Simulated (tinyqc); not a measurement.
Inside a calculation. Method: Hueckel theory of the pi electrons, for the molecule C=CC=CC=C (SMILES; centres numbered as the heavy atoms are written). One step of it, computed by the program tinyqc.

Problem. Orbitals. Diagonalise; E = alpha + x beta with beta < 0, so the largest x are filled first; degenerate levels share their electrons. P = sum n_i c_ri c_si; each orbital has its largest coefficient positive (the first on a tie).

Hueckel matrix in units of beta (H = alpha + beta A):
```
          1C        2C        3C        4C        5C        6C
1C  0.000000  1.000000  0.000000  0.000000  0.000000  0.000000
2C  1.000000  0.000000  1.000000  0.000000  0.000000  0.000000
3C  0.000000  1.000000  0.000000  1.000000  0.000000  0.000000
4C  0.000000  0.000000  1.000000  0.000000  1.000000  0.000000
5C  0.000000  0.000000  0.000000  1.000000  0.000000  1.000000
6C  0.000000  0.000000  0.000000  0.000000  1.000000  0.000000
```

pi electrons, sum of z_r less the charge = 6

Give: x values; occupations; coefficients; charge and bond-order matrix P.

Solution.

x values: 1.8019  1.2470  0.4450  -0.4450  -1.2470  -1.8019

occupations: 2.0000  2.0000  2.0000  0.0000  0.0000  0.0000

coefficients:
```
       MO1      MO2      MO3      MO4      MO5      MO6
1C  0.2319   0.4179   0.5211   0.5211  -0.4179   0.2319
2C  0.4179   0.5211   0.2319  -0.2319   0.5211  -0.4179
3C  0.5211   0.2319  -0.4179  -0.4179  -0.2319   0.5211
4C  0.5211  -0.2319  -0.4179   0.4179  -0.2319  -0.5211
5C  0.4179  -0.5211   0.2319   0.2319   0.5211   0.4179
6C  0.2319  -0.4179   0.5211  -0.5211  -0.4179  -0.2319
```

charge and bond-order matrix P:
```
         1C       2C       3C       4C       5C       6C
1C   1.0000   0.8711   0.0000  -0.3877   0.0000   0.3014
2C   0.8711   1.0000   0.4834   0.0000  -0.0863   0.0000
3C   0.0000   0.4834   1.0000   0.7849   0.0000  -0.3877
4C  -0.3877   0.0000   0.7849   1.0000   0.4834   0.0000
5C   0.0000  -0.0863   0.0000   0.4834   1.0000   0.8711
6C   0.3014   0.0000  -0.3877   0.0000   0.8711   1.0000
```
